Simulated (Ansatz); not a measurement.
Correlation energies of `[F][AlH][PH2]` by basis set

Z-matrix (Å, degrees):
```
Al
P 1 2.314
F 1 1.651 2 117.2
H 1 1.578 2 125.4 3 -176.0
H 2 1.422 1 91.6 3 -140.5
H 2 1.421 1 92.0 3 -46.0
```

The species carries charge 0 and has multiplicity 1. The structure was optimised at the PBE0-D4/def2-TZVP level. It is one conformer, not always the lowest. Frozen core, restricted reference, Ansatz 0.2.0. CBS rows extrapolate triple and quadruple zeta; past MP2 they add the triple-zeta difference.

| basis | HF (Eh) | MP2 corr. | CCSD corr. | (T) | CCSD(T) total |
| --- | --- | --- | --- | --- | --- |
| def2-SVP | -683.65334 | -0.37125 | -0.40486 | -0.00821 | -684.06641 |
| def2-TZVPP | -683.98844 | -0.48784 | -0.51944 | -0.01733 | -684.52521 |
| def2-QZVPP | -684.01067 | -0.53103 | – | – | – |
| CBS(def2) | -684.01373 | -0.56303 | -0.59463 | as TZ | -684.62569 |
